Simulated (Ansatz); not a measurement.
**O2F (SMILES [O]OF) at UCCSDT(Q)/STO-3G**

What is the vertical ionisation energy of O2F at UCCSDT(Q)/STO-3G? 

The calculation is run with Ansatz 0.2.0.

46 further runs of the same task are left out: 12 that didn't finish, 34 set aside as unsound or not needed.

## 1. The molecule

O2F: 3 atoms, total charge 0, spin state doublet. SMILES: `[O]OF`. The shape is that of a GFN2-xTB optimisation.

Bond lengths: O1–O2 1.194 Å. A long bond or contact: O2–F3 1.563 Å.

## 2. A single-point energy at UCCSDT(Q)/STO-3G

File job.yaml:

```yaml
crystal:
  periodic: [false, false, false]
  atoms:
    - {symbol: O, position_ang: [0.949760, -0.292600, 0.491570]}
    - {symbol: O, position_ang: [0.124690, 0.486900, 0.122000]}
    - {symbol: F, position_ang: [-1.074440, -0.194290, -0.613560]}
basis:
  gaussian:
    orbitals: STO-3G
magnetization:
  spin_polarized: true
  initial_magnetization: 1
correlation:
  method: ccsdt_q
  frozen_orbitals: {F: 1, O: 1}
accuracy: high
scf:
  omitted_lower_state_checks: [cluster_reference, increment]
```

Launch:

```console
$ ansatz run job.yaml --threads 1 --pin off --max-ram 2610MiB --events-out events.jsonl --progress --plain --runs-dir runs
```

What it wrote, shortened:

```text
Warning: RAYON_NUM_THREADS=1 ignored (pool sized by the plan → 1); use --threads N
Functional definition: HF
  name "HF"
[...]
250 factors; integrals over basis functions are off by at most 3.6e-8 eV
[...]
mean field -6682.84905018 eV, -245.5901727963 hartree, gradient 5.1e-8 eV, S^2 1.373873; 17 other end points of the search recorded, 0 dependent functions left out
3 core orbitals not correlated: weight in the atoms' cores, before any rotation towards them, 1.000 or more for the frozen orbitals, at most 0.000 for the correlated occupied ones
reference -6682.84905018 eV, -245.5901727963 hartree; 10, 9 occupied and 2, 3 virtual orbitals, 250 factors
second order -1.91340510 eV of doubles, -0.00000000 eV of singles
cycle   1  -2.27926753 eV  change   -3.7e-1 eV  update   8.6e-2
[...]
cycle  52  -3.66061307 eV  change    1.1e-9 eV  update   1.7e-9
perturbative correction -0.01254570 eV, -0.0004610458 hartree
Total energy: -6686.52220894 eV, -245.7251588911 hartree
Checks for a lower state left out: cluster_reference, increment
```

Wall time 1.1 s (1 thread of Arm Neoverse V2, shared host); peak memory 0.098 GiB.

## 3. The singlet cation

File job.yaml:

```yaml
crystal:
  periodic: [false, false, false]
  atoms:
    - {symbol: O, position_ang: [0.949760, -0.292600, 0.491570]}
    - {symbol: O, position_ang: [0.124690, 0.486900, 0.122000]}
    - {symbol: F, position_ang: [-1.074440, -0.194290, -0.613560]}
basis:
  gaussian: {orbitals: STO-3G}
total_charge: 1
correlation: {method: ccsdt_q, frozen_orbitals: {F: 1, O: 1}}
accuracy: high
scf: {omitted_lower_state_checks: [cluster_reference, increment]}
```

Launch:

```console
$ ansatz run job.yaml --threads 1 --pin off --max-ram 2610MiB --events-out events.jsonl --progress --plain --runs-dir runs
```

What it wrote, shortened:

```text
Warning: RAYON_NUM_THREADS=1 ignored (pool sized by the plan → 1); use --threads N
[... 2 set-up lines as earlier in the session ...]
[...]
250 factors; integrals over basis functions are off by at most 3.6e-8 eV
[...]
mean field -6671.75227433 eV, -245.1823738055 hartree, gradient 2.6e-8 eV, S^2 0.000000; 5 other end points of the search recorded, 0 dependent functions left out; unrestricted orbitals would lower it
3 core orbitals not correlated: weight in the atoms' cores, before any rotation towards them, 1.000 or more for the frozen orbitals, at most 0.000 for the correlated occupied ones
reference -6671.75227433 eV, -245.1823738055 hartree; 9, 9 occupied and 3, 3 virtual orbitals, 250 factors
second order -5.12101936 eV of doubles, -0.00000000 eV of singles
cycle   1  -5.42599433 eV  change   -3.0e-1 eV  update   1.5e-1
[...]
cycle  50  -6.96006578 eV  change  -4.7e-10 eV  update  1.4e-10
perturbative correction -0.13637160 eV, -0.0050115638 hartree
Total energy: -6678.84871170 eV, -245.4431630688 hartree
Checks for a lower state left out: cluster_reference, increment
```

It took 0.6 s on 1 thread of Arm Neoverse V2, shared host.

## 4. Summary of results

At UCCSDT(Q)/STO-3G, 3 core orbitals frozen:

```
                                                   quantity          value
                                  doublet O2F: total energy  -245.72516 Eh
   doublet O2F: correlation energy (3 core orbitals frozen)     -135.0 mEh
             doublet O2F: ⟨S²⟩ of the reference determinant          1.374
                                 doublet O2F: T1 diagnostic          0.069
                               singlet cation: total energy  -245.44316 Eh
singlet cation: correlation energy (3 core orbitals frozen)     -260.8 mEh
                              singlet cation: T1 diagnostic          0.086
         vertical ionisation energy (to the singlet cation)       7.673 eV
```

What this shows: The vertical ionisation energy comes to 7.67 eV (177 kcal/mol). Only the singlet of the ionised species was computed; a triplet could lie lower. In a minimal basis such a difference can be off by several eV, whatever the method. ⟨S²⟩ (doublet O2F) is 1.37 where a pure doublet has 0.75: the reference is spin-contaminated. The T1 diagnostic (doublet O2F) of 0.069 is above the customary mark for such species, so a single reference may not serve. The T1 diagnostic (singlet cation) of 0.086 is above the customary mark for such species, so a single reference may not serve.
